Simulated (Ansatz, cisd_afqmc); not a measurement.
System: CH₆N, charge 1, singlet. CH6N+ (SMILES C[NH3+]).
B3LYP-D3(BJ)/def2-TZVP minimum from Ansatz (a first-principles code):
```
N
H 1 1.0236
H 1 1.0236 2 107.49
H 1 1.0236 2 107.49 3 -115.44
C 1 1.5112 2 111.39 4 -122.28
H 5 1.0861 1 108.23 2 180.00
H 5 1.0861 6 110.68 1 118.46
H 5 1.0861 6 110.68 7 123.09
```
Charge +1, spin multiplicity 1.

Total energies in cc-pVDZ, 14 correlated electrons, 2 frozen orbitals. Radicals and triplets start from unrestricted determinants; spin-orbit coupling is neglected. Cores are frozen in correlated methods. No relativity. The Monte Carlo rows (phaseless AFQMC, CISD trial, step 0.005/hartree) carry one-sigma bars that omit the constraint's bias. Outlying blocks are dropped, and bars are widened where a walk drifts. Over all cases where full CI ran beside it in this data, AFQMC minus full CI had a median of +0.1 mEh and passed +0.4 mEh in a tenth of the cases.

```json
[
 {"method": "HF", "program": "Ansatz", "energy (Eh)": "-95.58761", "minus CCSDT(Q) (mEh)": "364.99"},
 {"method": "MP2", "program": "Ansatz", "energy (Eh)": "-95.91033", "minus CCSDT(Q) (mEh)": "42.26"},
 {"method": "CCSD", "program": "Ansatz", "energy (Eh)": "-95.94348", "minus CCSDT(Q) (mEh)": "9.11"},
 {"method": "CCSD(T)", "program": "Ansatz", "energy (Eh)": "-95.95157", "minus CCSDT(Q) (mEh)": "1.02"},
 {"method": "CCSDT(Q)", "program": "Ansatz", "energy (Eh)": "-95.95259", "minus CCSDT(Q) (mEh)": "0.00"},
 {"method": "AFQMC/CISD", "program": "cisd_afqmc", "energy (Eh)": "-95.9523 ± 0.0004", "minus CCSDT(Q) (mEh)": "0.3 ± 0.4"}
]
```

Rough core times of Ansatz's runs on a shared machine: CCSD(T) under 20 s, CCSDT(Q) 50 s.
